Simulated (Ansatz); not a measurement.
System: rock-salt RbBr. Method: G0W0@HSE06 (Ansatz, a program for electronic structure, hard PAW, contour deformation).

The cell has the measured lattice parameters. Conventional cell: a = 6.8908 Å, b = 6.8908 Å, c = 6.8908 Å, α = 90.00°, β = 90.00°, γ = 90.00°.

The quasiparticle gap at Γ at a fixed k mesh 2×2×2:

```csv
response cutoff,value (eV)
"150 eV, 627 empty bands",7.367
"200 eV, 965 empty bands",7.423
"250 eV, 1349 empty bands",7.453
"300 eV, 1773 empty bands",7.469
```

### Question
Taking the value to converge with the response cutoff E as E^(−3/2), extrapolate from the last two rows.

### Answer
With y = y∞ + c/w and weights w = 3953 and 5196 for the last two rows, y∞ = (w2 y2 − w1 y1)/(w2 − w1) = (5196 × 7.469 − 3953 × 7.453)/1243 = 7.520 eV, which lies 0.051 beyond the last row. Successive pairs of rows give 7.527, 7.528, 7.520. The limit also hangs on the law assumed, so its last digits aren't firm.

The other settings are not extrapolated, so this is the limit in one setting alone.

Spin–orbit coupling is not included.

Note: GW on a hybrid start was not checked against another program.
